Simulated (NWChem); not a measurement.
# [CHO2]− (formate(1-)): levels of theory compared

We compute a comparison of 3 runs (M06-2X/cc-pVTZ, r2SCAN/cc-pVTZ, SVWN5/cc-pVTZ) of [CHO2]− (formate(1-)). 

The results are computed with NWChem 7.3.0.

2 further runs of the same task are left out: 1 that didn't finish, 1 set aside as unsound or not needed.

## 1. Starting point

[CHO2]−: 4 atoms, total charge -1, spin state singlet. As SMILES, `O=C[O-]`. Geometry: relaxed at PBE0-D4/def2-TZVPD.

Bond lengths: O1–C2 1.246 Å, C2–O3 1.246 Å, C2–H4 1.139 Å. Angles: O1–C2–O3 130.4°, O1–C2–H4 114.8°, O3–C2–H4 114.8°.

## 2. Energy and gradient at M06-2X/cc-pVTZ (run 1)

The input, test.nw:

```
start test
title "CHO2"
memory 2200 mb
charge -1

geometry units angstrom noautosym nocenter noautoz
O       -1.183780       0.021190       0.418310
C       -0.008510      -0.020630       0.007780
O        0.790720      -0.973690      -0.058790
H        0.401570       0.973130      -0.367300
end

basis spherical bse
O library cc-pVTZ
C library cc-pVTZ
H library cc-pVTZ
end

dft
xc m06-2x
mult 1
grid fine
convergence energy 1e-08
maxiter 100
mulliken
print low
end

task dft gradient
```

On the command line:

```bash
nwchem test.nw > test.out
```

Standard output:

```text
[...]
 d= 0,ls=0.0,diis     1   -189.0352959649 -2.52D+02  1.08D-02  1.73D+00     3.0
[...]
 d= 0,ls=0.0,diis     9   -189.1986163827 -2.33D-09  1.26D-06  1.79D-09    27.7
         Total DFT energy =     -189.198616382652
      One electron energy =     -390.031102657980
           Coulomb energy =      161.228997780876
    Exchange-Corr. energy =      -23.156543900308
 Nuclear repulsion energy =       62.760032394760
[...]
      Total Density - Mulliken Population Analysis
     ---------------------------------------------
    Atom       Charge   Shell Charges
 -----------   ------   -------------------------------------------------------
    1 O    8     8.55   1.95  0.25  0.98  0.54  1.28  2.08  1.44  0.00  0.02  0.00
    2 C    6     5.72   1.96  0.19  0.77  0.20  0.81  1.16  0.47  0.06  0.08  0.02
    3 O    8     8.55   1.95  0.25  0.98  0.54  1.28  2.08  1.44  0.00  0.02  0.00
    4 H    1     1.19   0.27  0.59  0.32  0.01 -0.01  0.00
[...]
                         DFT ENERGY GRADIENTS
    atom               coordinates                        gradient
                 x          y          z           x          y          z
   1 O      -2.237020   0.040043   0.790491   -0.002275  -0.000699   0.000975
   2 C      -0.016082  -0.038985   0.014702    0.000770   0.001824  -0.000698
   3 O       1.494244  -1.840007  -0.111097    0.001003  -0.002345   0.000182
   4 H       0.758857   1.838949  -0.694096    0.000502   0.001220  -0.000459
 Task  times  cpu:       42.0s     wall:       42.0s
 Total times  cpu:       42.1s     wall:       42.1s
```

Wall time 43 s (1 thread of Intel Xeon Platinum 8259CL at 2.50GHz (Skylake/Cascade Lake), shared host); peak memory 0.13 GiB.

## 3. Energy and forces at r2SCAN/cc-pVTZ (run 2)

The input, calc.xyz:

```xyz
4
CHO2
O     -1.183780     0.021190     0.418310
C     -0.008510    -0.020630     0.007780
O      0.790720    -0.973690    -0.058790
H      0.401570     0.973130    -0.367300
```

The input, calc.nw:

```
start calc
title "CHO2"
memory total 2200 mb
charge -1

geometry units angstrom noautosym nocenter noautoz
   load calc.xyz
end

basis spherical bse
   * library cc-pVTZ
end

dft
   xc r2scan
   grid fine
   convergence energy 1e-08
   iterations 100
   mulliken
   print low
end

task dft gradient
```

On the command line:

```bash
nwchem calc.nw > calc.out
```

Standard output:

```text
[...]
 d= 0,ls=0.0,diis     1   -189.0023740066 -2.52D+02  1.30D-02  1.75D+00     3.2
[...]
 d= 0,ls=0.0,diis    10   -189.1752286929 -3.81D-09  2.45D-07  2.11D-09    25.4
         Total DFT energy =     -189.175228692940
      One electron energy =     -390.152152248727
           Coulomb energy =      161.352093524392
    Exchange-Corr. energy =      -23.135202363364
 Nuclear repulsion energy =       62.760032394760
[...]
      Total Density - Mulliken Population Analysis
     ---------------------------------------------
    Atom       Charge   Shell Charges
 -----------   ------   -------------------------------------------------------
    1 O    8     8.52   1.95  0.25  0.99  0.53  1.29  2.09  1.40  0.00  0.03  0.00
    2 C    6     5.70   1.97  0.19  0.76  0.16  0.82  1.19  0.48  0.06  0.06  0.02
    3 O    8     8.52   1.95  0.25  0.99  0.53  1.29  2.09  1.40  0.00  0.03  0.00
    4 H    1     1.26   0.27  0.61  0.36  0.01  0.00  0.00
[...]
                         DFT ENERGY GRADIENTS
    atom               coordinates                        gradient
                 x          y          z           x          y          z
   1 O      -2.237020   0.040043   0.790491    0.005759  -0.001360  -0.001745
   2 C      -0.016082  -0.038985   0.014702    0.000914   0.002196  -0.000834
   3 O       1.494244  -1.840007  -0.111097   -0.004711   0.003918   0.000784
   4 H       0.758857   1.838949  -0.694096   -0.001962  -0.004753   0.001795
 Task  times  cpu:       36.9s     wall:       36.9s
 Total times  cpu:       37.0s     wall:       37.0s
```

It took 38 s on 1 thread of Intel Xeon Platinum 8259CL at 2.50GHz (Skylake/Cascade Lake), shared host; peak memory 0.13 GiB.

## 4. Energy and gradient at SVWN5/cc-pVTZ (run 3)

The input, cho2.nw:

```
start cho2
memory total 2200 mb
charge -1

geometry units angstroms noautosym nocenter noautoz
  O       -1.183780       0.021190       0.418310
  C       -0.008510      -0.020630       0.007780
  O        0.790720      -0.973690      -0.058790
  H        0.401570       0.973130      -0.367300
end

basis "ao basis" spherical bse
  * library cc-pVTZ
end

dft
  xc slater vwn_5
  grid fine
  convergence energy 1e-08
  maxiter 100
  mulliken
end

task dft gradient
```

On the command line:

```bash
nwchem cho2.nw > cho2.out
```

Standard output:

```text
[...]
          Wavefunction type:  closed shell.
          No. of atoms     :     4
          No. of electrons :    24
[...]
          Charge           :    -1
          Spin multiplicity:     1
[...]
          AO basis - number of functions:   104
[...]
              XC Information
              --------------
                        Slater Exchange Functional  1.000 local
                      VWN V Correlation Functional  1.000 local
[...]
 d= 0,ls=0.0,diis     1   -187.6590064644 -2.50D+02  1.36D-02  2.59D+00     2.5
[...]
 d= 0,ls=0.0,diis    11   -187.8630204985 -2.57D-09  1.44D-07  1.21D-09    20.7
         Total DFT energy =     -187.863020498513
      One electron energy =     -389.930638628916
           Coulomb energy =      161.035236890627
    Exchange-Corr. energy =      -21.727651154985
 Nuclear repulsion energy =       62.760032394760
[...]
      Total Density - Mulliken Population Analysis
     ---------------------------------------------
    Atom       Charge   Shell Charges
 -----------   ------   -------------------------------------------------------
    1 O    8     8.45   1.91  0.26  0.99  0.52  1.32  2.01  1.41  0.00  0.02  0.00
    2 C    6     5.86   1.91  0.21  0.77  0.21  0.87  1.18  0.57  0.06  0.06  0.02
    3 O    8     8.45   1.91  0.26  0.99  0.52  1.32  2.01  1.41  0.00  0.02  0.00
    4 H    1     1.24   0.26  0.58  0.38  0.01  0.00  0.00
[...]
  wavefunction    = closed shell
                         DFT ENERGY GRADIENTS
    atom               coordinates                        gradient
                 x          y          z           x          y          z
   1 O      -2.237020   0.040043   0.790491    0.001875  -0.001044  -0.000429
   2 C      -0.016082  -0.038985   0.014702    0.003559   0.008604  -0.003253
   3 O       1.494244  -1.840007  -0.111097   -0.001948   0.000885   0.000494
   4 H       0.758857   1.838949  -0.694096   -0.003486  -0.008446   0.003189
[...]
```

Wall time 32 s (1 thread of Intel Xeon Platinum 8259CL at 2.50GHz (Skylake/Cascade Lake), shared host); peak memory 0.12 GiB.

## 5. All runs side by side

| run | level | energy (Eh) | largest force (eV/Å) | wall time |
| --- | --- | --- | --- | --- |
| 1 | M06-2X/cc-pVTZ | -189.198616 | 0.132 | 43 s |
| 2 | r2SCAN/cc-pVTZ | -189.175229 | 0.318 | 38 s |
| 3 | SVWN5/cc-pVTZ | -187.863020 | 0.507 | 32 s |

## 6. Results

| quantity | value |
| --- | --- |
| run 3: total energy | -187.86302 Eh |
| run 3: HOMO energy | 0.75 eV |
| run 3: LUMO energy | 6.34 eV |
| run 3: HOMO–LUMO gap (to an unbound level, set by the basis) | 5.58 eV |
| run 3: largest force on an atom | 0.507 eV/Å |

What this shows: Totals of different functionals can't be ranked against each other. In run 3 the HOMO lies above zero, so the outermost electron may be held by the basis alone. All runs together took 1.9 min, the longest 43 s.
